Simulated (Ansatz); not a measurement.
Born–Oppenheimer molecular dynamics of ClH$_{2}$NSi (5 atoms, charge 0, multiplicity 1). It goes on from the last frame of an earlier run, with new velocities.

These are results of UKS revPBE-D4/STO-3G (Ansatz), not measurements.

| Property | Result |
| --- | --- |
| ensemble | NVT, Langevin thermostat |
| time step | 0.5 fs |
| steps asked | 166 |
| set temperature | 300 K |
| friction | 0.005 /fs |
| seed | 596633 |

First frame:

```xyz
5
Properties=species:S:1:pos:R:3
N -0.651 -1.044 -0.014
Si 0.219 0.255 0.693
Cl -0.033 2.077 -0.484
H -0.570 -1.712 0.864
H 1.829 0.404 1.313
```

**Question.** How far do the bonds stretch over the last three quarters of this one trajectory? (Pairs bonded in most of those frames.)

**Answer.** 
```csv
bond,mean (Å),spread (Å),shortest,longest
N1–Si2,1.677,0.021,1.64,1.71
N1–H4,1.101,0.023,1.05,1.14
Si2–Cl3,2.093,0.047,2.03,2.16
Si2–H5,1.506,0.129,1.31,1.70
```

Mean temperature of the second half: 647 K. The mean temperature of the second half is 116 % above the set value. A run of 0.083 ps of so small a system gives no equilibrium averages. Limits of this set-up: minimal basis.

Time of the run: 3.2 min on 1 thread of Arm Neoverse V1 (shared host), peak memory 0.09 GiB.
